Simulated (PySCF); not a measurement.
Ionising NaCl

RHF-CCSD(T); PySCF, no relativity, basis sets Na 6-31G(d,p), Cl 6-31G(d,p). Neutral (RHF): singlet (closed shell), Re = 2.394 Å, ωe = 366 cm⁻¹, De = 3.73 eV.

NaCl⁺ (UHF): doublet (π ↑), Re = 2.829 Å, ωe = 161 cm⁻¹, De = 0.33 eV to Na⁺ + Cl. The energies at the minima are -621.54839 hartree for NaCl and -621.24025 for NaCl⁺.

Question: Work out the adiabatic ionisation energy, without and with harmonic zero-point energies (1 hartree = 27.2114 eV, 1 eV = 8065.5 cm⁻¹), and the change of the bond length.

Answer: At CCSD(T): 0.30814 hartree = 8.385 eV between the minima; the zero-point term (161.0 − 366.0)/2 cm⁻¹ = -0.013 eV makes it 8.372 eV. Re changes by +43.5 pm against the neutral. The electron leaves a π orbital, and the ion is left as a loose complex of an ion and an atom.

Correlated steps freeze 6 core orbitals. Weak bonds: NaCl⁺. Basis-set superposition, not corrected here, can be much of De in a small basis, most of all at correlated wavefunction levels. For an ion De counts to the pair picked by the measured ionisation energies or electron affinities, which need not be the lowest pair at this level. Where the molecule has an RHF reference, its open-shell atoms are computed with UHF. States were picked by a PBE0 search and need not be the measured ground states.

Neutral and ion stand on different kinds of reference determinant, which adds to the error of the difference.
